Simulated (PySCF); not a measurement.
Gas-phase reaction: 2 Al(OH)3 + 2 H ⇌ Al2O2 + 4 H2O

Energies from PySCF, thermal terms from the rigid-rotor harmonic-oscillator model, ideal gas at 1 bar. S°(298 K) at PBE0/def2-TZVP differs from the NASA 1993 table for Al2O2 (-11 J/mol/K); whether the harmonic model or the table's entry is off was not settled. † marks an energy on the PBE0/def2-TZVP geometry and frequencies. CCSD(T) freezes the core. Open shells (unrestricted): H (multiplicity 2); the rest are closed-shell singlets. Al(OH)3: computed as isolated molecules; such fragments, hydroxides, amides, oligomers or adducts are transient or little studied in the gas. CCSD(T) isn't extrapolated to the basis-set limit; its ΔH°(298 K) is 211.7 kJ in def2-SVP and 194.4 kJ in def2-TZVPP. The harmonic model lacks anharmonicity and excited electronic states, which grow with temperature; levels with a mode under 35 cm⁻¹ are left out. Strong static correlation: Al2O2. Warning, large T1 diagnostic: Al2O2 (CCSD(T)/def2-SVP†, CCSD(T)/def2-TZVPP†).

```csv
level,"ΔE electronic, kJ","ΔH°(298 K), kJ","ΔS°(298 K), J/K","ΔG°(1600 K), kJ"
CCSD(T)/def2-SVP†,179,212,187,-11
CCSD(T)/def2-TZVPP†,161,194,187,-29
HF/def2-TZVP†,434,467,187,244
PBE/def2-TZVP†,138,171,187,-52
PBE0/def2-SVP†,225,258,187,35
ωB97M-V/def2-TZVP†,227,261,187,37
```
ΔH° is lowest at PBE/def2-TZVP† and highest at HF/def2-TZVP†. No reference value is set beside these.
